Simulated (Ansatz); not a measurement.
CH₈BN (`[BH3-][NH2+]C`). The species carries charge 0 and has multiplicity 1.

```xyz
11

B     0.624   -1.020   -0.621
N    -0.597   -0.077   -0.105
C    -0.165    1.074    0.698
H     0.102   -1.910   -1.259
H     1.175   -1.414    0.387
H     1.327   -0.296   -1.296
H    -1.115    0.243   -0.918
H    -1.237   -0.654    0.432
H     0.515    1.673    0.096
H     0.382    0.700    1.562
H    -1.012    1.681    1.025
```

Question: What are the harmonic wavenumbers in cm⁻¹ at PBE0-D4/def2-TZVP (Ansatz, finite differences of forces, unscaled)? (Estimate.)

Answer: Ansatz gave: 182, 249, 323, 653, 700, 890, 942, 1056, 1119, 1140, 1176, 1177, 1187, 1288, 1350, 1448, 1490, 1499, 1652, 2431, 2489, 2491, 3069, 3157, 3178, 3501, 3564.

Question: Is this a minimum?

Answer: Yes, all 27 modes are real.

Question: Give the ideal-gas thermochemistry at 298.15 K and 1 bar (rigid rotor, harmonic oscillator; point group Cs, symmetry number 1).

Answer: Zero-point energy 259.6 kJ/mol; H(298) − E = 274.7 kJ/mol; entropy 279.3 J/(mol·K), of which translation 156.3, rotation 95.0, vibration 28.0; G(298) − E = 191.5 kJ/mol.
